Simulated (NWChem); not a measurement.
**How the cost of UB3LYP grows with the basis: SiH3SO**

SiH3SO: 6 atoms, total charge 0, spin state doublet. As SMILES, `O[SiH2][S]`. The shape is that of a PBE0-D4/def2-TZVP optimisation. This is one conformer, not always the lowest.

UB3LYP, energy, NWChem 7.3.0, on 1 thread of Intel Xeon Platinum 8488C (Sapphire Rapids), shared host. N is the number of basis functions, t the processor time.

| basis | N | t (s) | ln N | ln t |
| --- | --- | --- | --- | --- |
| 6-31G(d) | 56 | 26 | 4.025 | 3.258 |
| 6-31+G(d) | 68 | 30 | 4.220 | 3.401 |
| 6-311+G(d,p) | 100 | ? | 4.605 | ? |
| 6-311++G(2d,2p) | 127 | 58 | 4.844 | 4.060 |

Task: Fit t = C·Nᵖ to the known rows and estimate the time in 6-311+G(d,p).

Result: 
1. Means of the 3 rows: ln N = 4.36300, ln t = 3.5730.
2. Σ(Δln N)² = 0.36605, Σ(Δln N·Δln t) = 0.36531, so the slope is 0.36531/0.36605 = 0.99798.
3. Intercept: 3.5730 − (0.99798) × 4.36300 = -0.7812. The largest residual of the fit is 0.029.
4. ln t = -0.7812 + 0.99798 × 4.605, so t ≈ 45 s.

The run took 44 s, so the estimate is too long by a factor of about 1.0. The fitted power is 1.0, with the electron count fixed. So low a power shows that fixed costs still weigh.
